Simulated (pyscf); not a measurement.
A first-order saddle from PySCF, ωB97X-D3(BJ)/def2-SVP:

```xyz
10

F      0.7463    -0.5690     0.7418
Mo    -1.1995     0.0730     0.2239
F     -1.1727    -1.6632    -0.3281
F     -2.9566    -0.2955     0.5859
F     -1.1468     0.0104     2.0412
F     -0.3675     1.6906     0.4733
F     -2.0761     1.0438    -1.0616
S      0.4363     0.0085    -1.7648
H      1.0685    -0.4297    -0.3992
H      0.7830     1.3088    -1.6816
```
Charge 0, spin multiplicity 1.

Surface: singlet, charge 0. Lowest wavenumbers (cm⁻¹): 805i, 110, 119, 195, 243.

Q: Name the species on either side of this saddle.

A: `[F][Mo]([F])([F])([F])([F])[F]` + `[SH2]` <-> `[FH]` + `[F][Mo]([F])([F])([F])([F])[SH]`, a four-centre exchange read from left to right: F–Mo, H–S broken and F–H, Mo–S formed. At ωB97M-D3(BJ)/def2-TZVP it lies +23.2 kcal/mol from the left side and +9.7 kcal/mol from the right (each side as separated species at their lowest minima found). On the reactant side the descent ends in an adduct with a Mo–S contact, 3.1 kcal/mol over the separated species and 17.8 kcal/mol under the saddle at ωB97X-D3(BJ)/def2-TZVP. What is counted as formed (Mo–S) is already present as a longer contact in the reactant adduct; forming that adduct is a step of its own. At ωB97X-D3(BJ)/def2-TZVP the barrier from the zero used here is 20.9 kcal/mol. One saddle was located; it need not be the lowest between these sides. Elements past Kr carry the def2 core potentials, without spin-orbit coupling.
